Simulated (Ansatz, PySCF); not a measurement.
System: SiCl$_{3}$, charge 0, doublet. SiCl3 (SMILES [Si](Cl)(Cl)Cl, doublet).
B3LYP-D3(BJ)/def2-TZVP minimum from Ansatz (an electronic-structure program):
```
Si
Cl 1 2.0584
Cl 1 2.0584 2 109.38
Cl 1 2.0584 2 109.38 3 -119.78
```
Charge 0, spin multiplicity 2.

Atomisation energy term by term, kcal/mol (programs: Ansatz). Open shells are spin-unrestricted; no spin-orbit coupling. Correlated methods leave the cores frozen. Rows without X2C or -DK are non-relativistic. CBS(X,Y): correlation extrapolated as X^-3, Hartree-Fock from the larger set. A bracket is a step between two methods taken in the basis named. '+ core + X2C': CCSD(T) terms for core correlation (cc-pwCVTZ, 1s frozen past Ne) and scalar relativity (cc-pVTZ-DK).

```json
[
 {"term": "Hartree-Fock", "basis": "cc-pV(Q+d)Z", "kcal/mol": "202.30"},
 {"term": "CCSD correlation", "basis": "CBS(cc-pV(T+d)Z,cc-pV(Q+d)Z)", "kcal/mol": "65.87"},
 {"term": "(T)", "basis": "CBS(cc-pV(T+d)Z,cc-pV(Q+d)Z)", "kcal/mol": "9.07"},
 {"term": "CCSDT(Q) - CCSD(T)", "basis": "cc-pV(D+d)Z", "kcal/mol": "0.44"},
 {"term": "core correlation", "basis": "cc-pwCVTZ", "kcal/mol": "0.16"},
 {"term": "scalar relativity", "basis": "X2C, cc-pVTZ-DK", "kcal/mol": "-1.12"},
 {"term": "minus zero-point energy", "basis": "Hessian by PySCF at B3LYP-D3(BJ)/def2-TZVP", "kcal/mol": "-3.06"},
 {"term": "sum: D0", "basis": "", "kcal/mol": "273.6"}
]
```
